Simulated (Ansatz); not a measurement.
# C₄H₆ClF: small, medium and large basis sets

An exercise on one series of results from a longer session: the logs are not shown, and one member is left open.

The runs use Ansatz 0.2.0, Gaussian basis; one geometry, several basis sets.

Levels to be run: PBE0-D4/def2-SVP; ωB97M-V/def2-SVP; PBE0-D4/def2-QZVPP; ωB97M-V/def2-QZVPP; the functionals' def2-TZVPP values are taken from earlier runs.

### The geometry

All runs share one geometry, relaxed beforehand with PBE0-D4 in a triple-zeta def2 set.

SMILES `C=CCC(F)Cl`, 12 atoms, charge 0, spin multiplicity 1.

Atoms are counted from 1 here; the program's logs count them from 0.

Bond lengths: C1–C2 1.324 Å, C1–H7 1.086 Å, C1–H8 1.084 Å, C2–C3 1.492 Å, C2–H9 1.087 Å, C3–C4 1.512 Å, C3–H10 1.098 Å, C3–H11 1.092 Å, C4–F5 1.364 Å, C4–Cl6 1.778 Å, C4–H12 1.091 Å. Angles: C2–C1–H7 121.6°, C2–C1–H8 121.4°, H7–C1–H8 117.0°, C1–C2–C3 124.1°, C1–C2–H9 119.8°, C3–C2–H9 116.1°, C2–C3–C4 114.1°, C2–C3–H10 110.0°, C2–C3–H11 110.9°, C4–C3–H10 105.7°, C4–C3–H11 108.4°, H10–C3–H11 107.5°, C3–C4–F5 110.1°, C3–C4–Cl6 112.0°, C3–C4–H12 112.1°, F5–C4–Cl6 108.6°, F5–C4–H12 107.8°, Cl6–C4–H12 106.1°.

The first run:

in.yaml

```yaml
crystal:
  periodic: [false, false, false]
  atoms:
    - {symbol: C, position_ang: [0.263467, 1.787961, 0.868846]}
    - {symbol: C, position_ang: [0.328747, 0.910057, -0.119853]}
    - {symbol: C, position_ang: [0.494013, -0.559711, 0.076512]}
    - {symbol: C, position_ang: [-0.560425, -1.396801, -0.611411]}
    - {symbol: F, position_ang: [-0.539036, -1.165908, -1.955615]}
    - {symbol: Cl, position_ang: [-2.192799, -1.043650, -0.002634]}
    - {symbol: H, position_ang: [0.314337, 1.478369, 1.908096]}
    - {symbol: H, position_ang: [0.154815, 2.848635, 0.676117]}
    - {symbol: H, position_ang: [0.268339, 1.251425, -1.149652]}
    - {symbol: H, position_ang: [1.453989, -0.888309, -0.342212]}
    - {symbol: H, position_ang: [0.494970, -0.812554, 1.139173]}
    - {symbol: H, position_ang: [-0.403516, -2.464614, -0.453268]}
basis:
  gaussian: {orbitals: def2-SVP}
hamiltonian: {xc: pbe0, dispersion: d4}
output: {orbitals: {seedname: orbitals}}
```

On the command line:

```sh
> ansatz run in.yaml --threads 4 --pin off --events-out ev --progress --plain --max-ram 10444MiB
```

Among the steps run: PBE0-D4 in def2-SVP; ωB97M-V in def2-SVP; PBE0-D4 in def2-QZVPP; ωB97M-V in def2-QZVPP.

One table of the session follows, with a row left open; its other results are not shown here.

It belongs to the step «Density functionals: the series». 

| functional | basis | HOMO (eV) | LUMO (eV) |
| --- | --- | --- | --- |
| PBE0-D4 | def2-SVP | -7.71 | 0.20 |
| PBE0-D4 | def2-TZVPP | -7.78 | -0.06 |
| PBE0-D4 | def2-QZVPP | -7.80 | -0.17 |
| ωB97M-V | def2-SVP | -9.97 | 2.40 |
| ωB97M-V | def2-TZVPP | -10.05 | 1.99 |
| ωB97M-V | def2-QZVPP | ? | ? |

**Question.** Estimate the row for ωB97M-V, def2-QZVPP.

The run gave: HOMO (eV): -10.07; LUMO (eV): 1.63. In the column «HOMO (eV)» it is the lowest.
